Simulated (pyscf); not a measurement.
Single points on ωB97X-D3(BJ)/def2-SVP structures (PySCF, gas phase).

SMILES: [OH][WH]([F])([F])([F])[F]
```xyz
8

O      0.2107     0.5257    -2.1226
W      0.1136     1.4556    -0.5251
F      0.0952     1.8386     1.2941
F     -1.3441     2.6273    -0.6007
F      0.9903     2.8517    -1.3780
F     -0.4227    -0.2263     0.0860
H      0.0776    -0.4150    -2.3010
H      1.7382     1.2254    -0.1060
```
Charge 0, spin multiplicity 1.

Problem. What is the homolytic dissociation enthalpy (298 K, ωB97M-D3(BJ)/def2-TZVP) of the O–W bond of HO–WH(F)(F)(F)–F (SMILES [OH][WH]([F])([F])([F])[F]), to OH• + [F–WH(F)(F)–F]•?

Solution. O–W to OH• + [F–WH(F)(F)–F]•: 3.36 eV. The 7 functionals that were run give +3.29 (M06-2X) to +3.91 eV (PBE). The radicals are drawn with the spin at the cut bond; how far it spreads was not checked. Left out: the spin-orbit lowering of OH. Open-shell species with a d-block atom are single-reference here; other states, and whether the spin sits on metal or ligand, were not checked. Elements past Kr carry the def2 core potentials, without spin-orbit coupling.
